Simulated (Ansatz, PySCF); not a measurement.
Species, as SMILES: C=C=O.
Geometry (B3LYP-D3(BJ)/def2-TZVP, fixed):
```xyz
5

C      0.0091     0.0017    -1.2056
C     -0.0008    -0.0001     0.1027
H      0.0282     0.9401    -1.7377
H     -0.0018    -0.9351    -1.7406
O     -0.0096    -0.0018     1.2620
```

Near-linear dependence at HF/d-aug-cc-pVTZ with PySCF (spherical functions, density fitting): canonical orthogonalisation drops combinations whose overlap eigenvalue lies under the threshold. The set has 250 functions.

```csv
threshold,orbitals kept,energy minus last row (mEh)
1e-3,…,…
1e-4,…,…
1e-5,…,…
1e-6,249,0.002
1e-7,250,0.000
1e-9,250,0.000
```

Q: Complete the blanks.

A: 
- 1e-3, orbitals kept: 220
- 1e-3, energy minus last row (mEh): 31.041
- 1e-4, orbitals kept: 239
- 1e-4, energy minus last row (mEh): 0.147
- 1e-5, orbitals kept: 247
- 1e-5, energy minus last row (mEh): 0.010

The smallest overlap eigenvalue is 7.9e-07. Ansatz (a program for electronic structure) at its default drops 0 functions.
